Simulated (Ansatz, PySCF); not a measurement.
Gas-phase enthalpy of formation at 298 K, by the atomisation route, of C=CF (SMILES; C2H3F, fluoroethene). Each molecule is optimised on its own at B3LYP-D3(BJ)/def2-TZVP (Ansatz, a quantum-chemistry and plane-wave program). Cores are frozen in the correlated levels unless marked. Open shells are spin-unrestricted. Spin-orbit coupling is left out. No relativistic terms. CBS(X,Y): correlation extrapolated as X^-3; Hartree-Fock from the larger set. [CCSD(T)-MP2]/basis is that difference in the basis named. Thermal terms are rigid-rotor harmonic-oscillator values from B3LYP-D3(BJ) frequencies (PySCF) at 298.15 K and 1 atm. 1 Eh = 627.5095 kcal/mol.

```
species  count  E, RI-MP2/CBS(aug-cc-pVTZ,aug-cc-pVQZ)+[CCSD(T)-MP2]/aug-cc-pVTZ (Ansatz) (Eh)  E, PBE/def2-TZVPD (Ansatz) (Eh)  measured ΔHf at 0 K (kcal/mol)  H(298) - H(0) of the element (kcal/mol)
-------  -----  ------------------------------------------------------------------------------  -------------------------------  ------------------------------  ---------------------------------------
C=CF         1                                                                      -177.66297                       -177.70062                               -                                        -
C atom       2                                                                       -37.79159                        -37.79605                          169.98                                     0.25
F atom       1                                                                       -99.66721                        -99.67049                           18.47                                     1.05
H atom       3                                                                        -0.49995                         -0.49962                           51.63                                     1.01
```

Molecule: zero-point energy 27.57, H(298) - H(0) 2.69 kcal/mol. The route leaves out scalar relativity and anharmonic zero-point terms, the atoms' spin-orbit terms, and in the frozen-core level the core correlation. Atomic data: G2/97 table in ASE.

Q: Work out De, D0 and ΔHf at 0 and 298 K at both levels, and their errors against the measured value.

A: 
The atoms' values sum to 513.32 (0 K) and 4.58 (thermal), in kcal/mol.
- RI-MP2/CBS(aug-cc-pVTZ,aug-cc-pVQZ)+[CCSD(T)-MP2]/aug-cc-pVTZ: De = 572.75; D0 = 572.75 - 27.57 = 545.18; ΔHf(0 K) = 513.32 - 545.18 = -31.86; ΔHf(298 K) = -31.86 + 2.69 - 4.58 = -33.75; error +0.4.
- PBE/def2-TZVPD: De = 589.34; D0 = 589.34 - 27.57 = 561.77; ΔHf(0 K) = 513.32 - 561.77 = -48.45; ΔHf(298 K) = -48.45 + 2.69 - 4.58 = -50.34; error -16.2.
Measured: -34.1 kcal/mol (Active Thermochemical Tables 1.112 (ions: stationary electron), as tabulated in the package chemicals).
